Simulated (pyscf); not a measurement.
**Hydrogen abstraction: `[OH][Ti]([OH])([OH])[Cl]` + `[H]` [doublet] → `[O][Ti]([OH])([OH])[Cl]` [doublet] + `[H][H]`**

Gas phase, doublet surface, charge 0. Bonds broken: O1–H6. Bonds formed: H6–H9. PySCF, gas phase, ωB97X-D3(BJ)/def2-SVP geometries.

Transition state (Å):

```xyz
9

O      0.9994     0.6261    -0.2585
Ti    -0.3903    -0.4543    -0.6859
O      0.1975    -1.5447    -1.9215
O     -1.7491     0.5217    -1.2406
Cl    -1.0041    -1.6463     1.0725
H      0.4317     1.7573     0.4014
H      0.3614    -2.4728    -2.1161
H     -2.3254     0.5413    -2.0115
H     -0.1801     2.2144     0.7069
```

One imaginary mode, 799i cm⁻¹; descent along it reached the two sides named.

```csv
bond,change,reactant side (Å),saddle,product side
O1–H6,breaks,0.961,1.427,2.6
H6–H9,forms,2.535,0.823,0.761
```

Electronic energies relative to the separated reactants (kcal/mol):

```json
[
 {"level": "ωB97X-D3(BJ)/def2-TZVP", "barrier": "19.4", "reaction energy": "+16.9", "reverse barrier": "2.6"},
 {"level": "PBE/def2-TZVP", "barrier": "14.5", "reaction energy": "+16.6", "reverse barrier": "-2.1"},
 {"level": "r²SCAN/def2-TZVP", "barrier": "13.8", "reaction energy": "+13.8", "reverse barrier": "0.1"},
 {"level": "B3LYP-D3(BJ)/def2-TZVP", "barrier": "13.7", "reaction energy": "+13.0", "reverse barrier": "0.7"},
 {"level": "PBE0-D3(BJ)/def2-TZVP", "barrier": "18.6", "reaction energy": "+18.1", "reverse barrier": "0.5"},
 {"level": "M06-2X/def2-TZVP", "barrier": "23.1", "reaction energy": "+18.9", "reverse barrier": "4.2"},
 {"level": "ωB97M-D3(BJ)/def2-TZVP", "barrier": "20.3", "reaction energy": "+17.3", "reverse barrier": "3.0"},
 {"level": "HF/def2-TZVP", "barrier": "26.2", "reaction energy": "+9.2", "reverse barrier": "17.0"}
]
```

With ωB97M-D3(BJ)/def2-TZVP energies and thermal terms (ideal gas, 1 atm, RRHO with modes under 100 cm⁻¹ raised to 100, one conformer, R ln 2 for rigid chiral ones), in kcal/mol:

| T (K) | ΔH‡ | ΔG‡ | ΔH | ΔG |
|---|---|---|---|---|
| 298 | 18.6 | 24.6 | +16.9 | +15.3 |
| 600 | 18.2 | 30.9 | +16.5 | +13.9 |
| 900 | 17.9 | 37.3 | +16.0 | +12.7 |
| 1200 | 17.7 | 43.8 | +15.4 | +11.7 |

At PBE this geometry lies under the product side: in single points on another level's saddle the reverse barrier vanishes, and the forward threshold there is about the reaction energy. One saddle was located; it need not be the lowest between these sides. The angle at the transferred H is 155°. Open-shell species with a d-block atom are single-reference here; other states, and whether the spin sits on metal or ligand, were not checked.
